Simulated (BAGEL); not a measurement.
# C2F3N (trifluoromethylisocyanide): levels of theory compared

Aim: a comparison of 4 runs (B3LYP/6-31G*, B3LYP/def2-SVP, PBE0/def2-SVP, RI-MP2/def2-SVP) of C2F3N (trifluoromethylisocyanide). 

The calculation is run with BAGEL 1.2.2.

2 further runs of the same task are left out: 2 set aside as unsound or not needed. Runs told in other sessions of the task aren't counted.

## (1) Starting point

C2F3N has 6 atoms, charge 0, and is taken as a singlet. SMILES: `[C-]#[N+]C(F)(F)F`. The shape is that of a PBE0-D4/def2-TZVP optimisation.

Bond lengths: C1–N2 1.169 Å, N2–C3 1.402 Å, C3–F4 1.323 Å, C3–F5 1.323 Å, C3–F6 1.323 Å. Angles: C1–N2–C3 180.0°, N2–C3–F4 110.1°, N2–C3–F5 110.1°, N2–C3–F6 110.1°, F4–C3–F5 108.8°, F4–C3–F6 108.8°, F5–C3–F6 108.8°.

## (2) A single-point energy at B3LYP/6-31G(d) (density fitting with cc-pvqz-jkfit, spherical functions) (run 1)

input.json

```json
{ "bagel" : [

{
  "title" : "molecule",
  "basis" : "6-31gs.json",
  "df_basis" : "cc-pvqz-jkfit",
  "angstrom" : true,
  "geometry" : [
    { "atom" : "C", "xyz" : [       0.847870,      -1.738560,       0.906050 ] },
    { "atom" : "N", "xyz" : [       0.383970,      -0.786810,       0.410270 ] },
    { "atom" : "C", "xyz" : [      -0.172600,       0.353950,      -0.184440 ] },
    { "atom" : "F", "xyz" : [      -1.291150,       0.037040,      -0.816420 ] },
    { "atom" : "F", "xyz" : [       0.677790,       0.873500,      -1.054990 ] },
    { "atom" : "F", "xyz" : [      -0.445880,       1.260880,       0.739530 ] }
  ]
},

{ "title" : "ks", "xc_func" : "b3lyp" },

{ "title" : "print", "file" : "orbitals.molden", "orbitals" : true }

]}
```

The basis set 6-31G* is read from a file made from the Basis Set Exchange's data (not shown).

On the command line:

```sh
$ BAGEL_NUM_THREADS=1 BAGEL input.json > input.out
```

The program printed:

```text
* using 1 threads per process

  ===============================================================
  ===============================================================

  *** Geometry ***

[... 19 lines left out ...]
    * Removing 11006 points whose weight is below 1.00e-10
[... 2 lines left out ...]
  === Nuclear Repulsion ===
   237.7871806126

       - DIIS with orbital gradients will be used.

  === KS iteration (b3lyp / 6-31gs.json) ===
      0       -385.63011981          0.12799334           0.31
      1       -221.90677485          0.19002977           0.30
      2       -336.13150329          0.18041864           0.30
[... 81 lines of this table left out ...]
     84       -430.41733508          0.00000001           0.29
    * SCF iteration converged.

    * Permanent dipole moment:
           (    0.175798,    -0.360614,     0.187838) a.u.

    * METHOD: KS                                  25.46

    * METHOD: PRINT                                0.01

  ===============================================================
```

Wall time 26 s (1 thread of Arm Neoverse V2, shared host); peak memory 0.34 GiB.

## (3) A single-point energy at B3LYP/def2-SVP (density fitting with cc-pvqz-jkfit) (run 2)

dft.json

```json
{ "bagel": [

{
  "title": "molecule",
  "basis": "svp",
  "df_basis": "cc-pvqz-jkfit",
  "angstrom": "true",
  "geometry": [
    { "atom": "C", "xyz": [    0.847870,   -1.738560,    0.906050 ] },
    { "atom": "N", "xyz": [    0.383970,   -0.786810,    0.410270 ] },
    { "atom": "C", "xyz": [   -0.172600,    0.353950,   -0.184440 ] },
    { "atom": "F", "xyz": [   -1.291150,    0.037040,   -0.816420 ] },
    { "atom": "F", "xyz": [    0.677790,    0.873500,   -1.054990 ] },
    { "atom": "F", "xyz": [   -0.445880,    1.260880,    0.739530 ] }
  ]
},
{
  "title": "ks",
  "xc_func": "b3lyp"
},
{
  "title": "print",
  "file": "orbitals.molden",
  "orbitals": "true"
}

]}
```

On the command line:

```sh
$ BAGEL_NUM_THREADS=1 BAGEL dft.json > dft.out
```

The program printed:

```text
* using 1 threads per process

  ===============================================================
  ===============================================================

  *** Geometry ***

[... 19 lines left out ...]
    * Removing 11006 points whose weight is below 1.00e-10
[... 2 lines left out ...]
  === Nuclear Repulsion ===
   237.7871806126

       - DIIS with orbital gradients will be used.

  === KS iteration (b3lyp / svp) ===
      0       -385.47145987          0.13570091           0.31
      1       -225.11915923          0.20013134           0.28
      2       -335.98187597          0.18653416           0.29
[... 44 lines of this table left out ...]
     47       -430.10558375          0.00000001           0.30
    * SCF iteration converged.

    * Permanent dipole moment:
           (    0.177550,    -0.364249,     0.189716) a.u.

    * METHOD: KS                                  14.53

    * METHOD: PRINT                                0.01

  ===============================================================
```

It took 15 s on 1 thread of Arm Neoverse V2, shared host; peak memory 0.35 GiB.

## (4) The energy at PBE0/def2-SVP (density fitting with cc-pvqz-jkfit) (run 3)

Edit input.json of step 2 so:

```diff
@@ -4,5 +4,5 @@
   "title" : "molecule",
-  "basis" : "6-31gs.json",
+  "basis" : "svp",
   "df_basis" : "cc-pvqz-jkfit",
-  "angstrom" : true,
+  "angstrom" : "true",
   "geometry" : [
@@ -17,5 +17,5 @@
 
-{ "title" : "ks", "xc_func" : "b3lyp" },
+{ "title" : "ks", "xc_func" : "pbe0" },
 
-{ "title" : "print", "file" : "orbitals.molden", "orbitals" : true }
+{ "title" : "print", "file" : "orbitals.molden", "orbitals" : "true" }
```

On the command line:

```sh
$ BAGEL_NUM_THREADS=1 BAGEL input.json > input.out
```

The program printed:

```text
* using 1 threads per process

  ===============================================================
  ===============================================================

  *** Geometry ***

[... 19 lines left out ...]
    * Removing 11006 points whose weight is below 1.00e-10
[... 2 lines left out ...]
  === Nuclear Repulsion ===
   237.7871806126

       - DIIS with orbital gradients will be used.

  === KS iteration (pbe0 / svp) ===
      0       -385.09271474          0.13542209           0.31
      1       -226.71761332          0.20024202           0.29
      2       -336.17346117          0.18571681           0.30
[... 20 lines of this table left out ...]
     23       -429.67890606          0.00000000           0.29
    * SCF iteration converged.

    * Permanent dipole moment:
           (    0.172986,    -0.354892,     0.184851) a.u.

    * METHOD: KS                                   7.29

    * METHOD: PRINT                                0.01

  ===============================================================
```

It took 7.8 s on 1 thread of Arm Neoverse V2, shared host; peak memory 0.35 GiB.

## (5) A single-point energy at RI-MP2/def2-SVP (density fitting with cc-pvqz-jkfit) (run 4)

calc.json

```json
{ "bagel": [

{
  "title": "molecule",
  "basis": "svp",
  "df_basis": "cc-pvqz-jkfit",
  "angstrom": true,
  "geometry": [
    { "atom": "C", "xyz": [       0.847870,      -1.738560,       0.906050 ] },
    { "atom": "N", "xyz": [       0.383970,      -0.786810,       0.410270 ] },
    { "atom": "C", "xyz": [      -0.172600,       0.353950,      -0.184440 ] },
    { "atom": "F", "xyz": [      -1.291150,       0.037040,      -0.816420 ] },
    { "atom": "F", "xyz": [       0.677790,       0.873500,      -1.054990 ] },
    { "atom": "F", "xyz": [      -0.445880,       1.260880,       0.739530 ] }
  ]
},

{
  "title": "hf"
},

{
  "title": "mp2",
  "ncore": 6
}

]}
```

On the command line:

```sh
$ BAGEL_NUM_THREADS=1 BAGEL calc.json > calc.out
```

The program printed:

```text
* using 1 threads per process

  ===============================================================
  ===============================================================

  *** Geometry ***

[... 30 lines left out ...]
    * SCF iteration converged.
[... 1 line left out ...]
    * Permanent dipole moment:
[... 2 lines left out ...]
    * METHOD: HF                                   1.55

  *** RHF ***

  === Nuclear Repulsion ===
   237.7871806126

      * DIIS with orbital gradients will be used.

  === RHF iteration (svp) ===
      0       -428.12548880          0.00000000           0.10
    * SCF iteration converged.

    * Permanent dipole moment:
           (    0.076981,    -0.157986,     0.082245) a.u.

  === DF-MP2 calculation ===

    * freezing 6 orbitals
    * 3-index integral transformation done
    * assembly done

      MP2 correlation energy:   -0.9336448312      0.09

      MP2 total energy:       -429.0591336262

    * METHOD: MP2                                  0.29

  ===============================================================
```

Run time: 2.3 s. Hardware: 1 thread of Arm Neoverse V2, shared host; peak memory 0.14 GiB.

## (6) Overview of the runs

```tsv
run	level	frozen core orbitals	energy (Eh)	dipole moment (D)	HOMO energy (eV)	LUMO energy (eV)	wall time
1	B3LYP/6-31G* (density fitting with cc-pvqz-jkfit, spherical functions)	–	-430.417335	1.13	-9.23	-0.53	26 s
2	B3LYP/def2-SVP (density fitting with cc-pvqz-jkfit)	–	-430.105584	1.14	-9.44	-0.89	15 s
3	PBE0/def2-SVP (density fitting with cc-pvqz-jkfit)	–	-429.678906	1.11	-9.76	-0.67	7.8 s
4	RI-MP2/def2-SVP (density fitting with cc-pvqz-jkfit)	6	-429.059134	–	–	–	2.3 s
```

## (7) Summary of results

| quantity | value |
| --- | --- |
| run 4: total energy | -429.05913 Eh |
| run 4: correlation energy (6 core orbitals frozen) | -933.6 mEh |

Over runs 1, 2, 3 the dipole moment (its size) runs from 1.11 D (PBE0/def2-SVP) to 1.14 D (B3LYP/def2-SVP). Over runs 1, 2, 3 the HOMO–LUMO gap runs from 8.55 eV (B3LYP/def2-SVP) to 9.09 eV (PBE0/def2-SVP). Totals of different functionals can't be ranked against each other. All runs together took 51 s, the longest 26 s.
